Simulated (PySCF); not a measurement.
**How the method moves the gas-phase deprotonation enthalpies of `BC` (CH5B)**

Atom numbers as in the mapped SMILES `[BH2:1][CH3:2]`.

All levels share the PBE0-D3(BJ)/ma-def2-SVP structures and the PBE0-D3(BJ)/ma-def2-SVP thermal terms; only the single-point energies (PySCF) change. Values are gas-phase deprotonation enthalpies (298 K, kJ/mol).

```jsonl
{"level": "MP2/ma-def2-TZVP", "C2": "1512", "B1": "1748", "time": "3.3 s"}
{"level": "CCSD(T)/ma-def2-TZVP", "C2": "1520", "B1": "1742", "time": "27 s"}
{"level": "M06-2X/ma-def2-TZVP", "C2": "1522", "B1": "1748", "time": "–"}
{"level": "HF/ma-def2-TZVP", "C2": "1567", "B1": "1778", "time": "0.87 s"}
```

Times are wall times for all single points of a level on 1 thread of INTEL XEON PLATINUM 8581C @ 2.30GHz, a shared host; the dash marks the run that also made the structures.

Hartree-Fock leaves out electron correlation, so its deprotonation energies can be off by tens of kJ/mol.

The widest spread is that of C2: 55 kJ/mol, from 1512 to 1567.

Known limits: [CH4B]- holds its electron weakly or not at all, so its value hangs on the basis.
